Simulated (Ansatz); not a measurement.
The same path of C2H7B (10 atoms, charge 0, multiplicity 1) was run twice with different band settings. Lost on the way: B1–C2, B1–H6. Made: C2–H6.

All numbers below come from RKS PBE0/def2-SVP (Ansatz 0.2.0).

Relaxed end points:

```xyz
10
Properties=species:S:1:pos:R:3
B 0.338 -0.084 -0.049
C 0.672 0.035 1.475
H -0.194 -0.005 2.152
H 1.443 -0.679 1.806
H 1.137 1.035 1.595
H 1.259 -0.288 -0.819
C -1.106 0.029 -0.637
H -1.427 -1.024 -0.778
H -1.847 0.498 0.027
H -1.151 0.483 -1.638
```

```xyz
10
Properties=species:S:1:pos:R:3
B -0.049 -0.123 -1.753
C 1.192 -0.075 1.799
H 0.279 -0.648 2.010
H 1.992 -0.408 2.474
H 1.000 0.995 1.961
H 1.502 -0.240 0.756
C -1.444 0.088 -1.142
H -1.735 -0.812 -0.569
H -1.428 0.958 -0.461
H -2.186 0.265 -1.941
```

Common settings: movable images 7; climbing image yes; optimiser quadratic models (default); start path through a guess of the saddle point; force threshold 0.05 eV/Å; iteration limit 60; end points relaxed.

| run | spring |
| --- | --- |
| 1 | 5.0 eV/Å² |
| 2 | 0.1 eV/Å² |

What does each run give, and how far can it be trusted?

Run 1: converged after 16 iterations, highest image 4.251 eV above the first end. Neighbouring images differ by up to 2.5 eV, so the band resolves the path poorly. A vibrational analysis at the climbing image gives one clearly imaginary mode, 1017i cm⁻¹: a first-order saddle point.
Run 2: converged after 22 iterations, highest image 4.251 eV above the first end. Neighbouring images differ by up to 2.0 eV, so the band resolves the path poorly. Another band between the same ends (7 images) ends at a top of the same energy, where a vibrational analysis finds 1 clearly imaginary mode.
The orbitals stay closed-shell, which can raise the energy where a bond breaks towards radicals; this wasn't checked here.
